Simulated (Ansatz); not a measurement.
# BC+ (singlet): the correlation ladder at distance B1–C2 = 2.819 Å, cc-pVDZ

How much of the correlation energy of BC+ (singlet) does each wave-function method recover here?

The runs use Ansatz 0.2.0, Gaussian basis; cc-pVDZ, core rule «outside noble gas», up to 2 orbitals frozen.

To be run: UHF; CCSD(T) on RHF; CCSD(T) on UHF; BCCD(T) on RHF; CISD; CCSDT(Q) on RHF; CCSDT(Q) on UHF; CCSDTQ on RHF; CASSCF and MRCISD+Q, 2 electrons in 2 orbitals; CASSCF and NEVPT2, 2 electrons in 2 orbitals; CASSCF and MRCISD+Q, 6 electrons in 8 orbitals; CASSCF and NEVPT2, 6 electrons in 8 orbitals; Full CI.

18 further runs of the same task are left out: 1 for a known fault of the program, 1 for a mislabelled method, 14 that didn't finish, 2 set aside as unsound or not needed.

## 1. The geometry

The geometry derives from a PBE0/def2-TZVP stationary point (not a proven minimum). One bond is set to the value named and the two fragments are kept rigid.

2 atoms, charge 1, spin multiplicity 1.

Atoms are counted from 1 here; the program's logs count them from 0.

No contacts short enough for the rule that draws bonds.

## 2. UHF

in.yaml reads:

```yaml
crystal:
  periodic: [false, false, false]
  atoms:
    - {symbol: B, position_ang: [0.000000, 0.000000, 0.000000]}
    - {symbol: C, position_ang: [0.000000, 0.000000, 2.819000]}
basis:
  gaussian: {orbitals: cc-pVDZ}
total_charge: 1
magnetization: {spin_polarized: true, initial_magnetization: 0}
hamiltonian: {xc: hf}
output: {orbitals: {seedname: orbitals}}
```

Command:

```sh
$ ansatz run in.yaml --threads 1 --pin off --events-out ev --progress --plain --max-ram 2393MiB
```

After this run come: CCSD(T) on RHF; CCSD(T) on UHF; BCCD(T) on RHF; CISD; CCSDT(Q) on RHF; CCSDT(Q) on UHF; CCSDTQ on RHF; CASSCF and MRCISD+Q, 2 electrons in 2 orbitals; CASSCF and NEVPT2, 2 electrons in 2 orbitals; CASSCF and MRCISD+Q, 6 electrons in 8 orbitals; CASSCF and NEVPT2, 6 electrons in 8 orbitals; Full CI.

Before running them: what should the planned runs give, taken together? Wanted: FCI below the RHF energy; RMP2 from FCI; RCCSD from FCI; RCCSD(T) from FCI; RCCSDT(Q) from FCI; NEVPT2 valence from FCI; MRCISD+Q valence from FCI; T1 diagnostic; effectively unpaired electrons.

The runs gave:

| quantity | value |
| --- | --- |
| FCI below the RHF energy | -4.6658 eV |
| RMP2 from FCI | +1745.0 meV |
| RCCSD from FCI | +185.4 meV |
| RCCSD(T) from FCI | +66.1 meV |
| RCCSDT(Q) from FCI | +12.4 meV |
| NEVPT2 valence from FCI | +573.0 meV |
| MRCISD+Q valence from FCI | +121.9 meV |
| levels within 1 kcal/mol (43 meV) | RCCSDT, RCCSDT(Q), RCCSDTQ |
| T1 diagnostic | 0.032 |
| effectively unpaired electrons | 0.43 |

**Reading.** RCCSD(T) misses by +66.1 meV, 1.4 % of the correlation energy. The occupations show some static correlation. Of the multireference levels listed MRCISD+Q valence comes nearest in total energy (+121.9 meV), which doesn't show that its space is the better one. These misses are within one basis, not against nature.
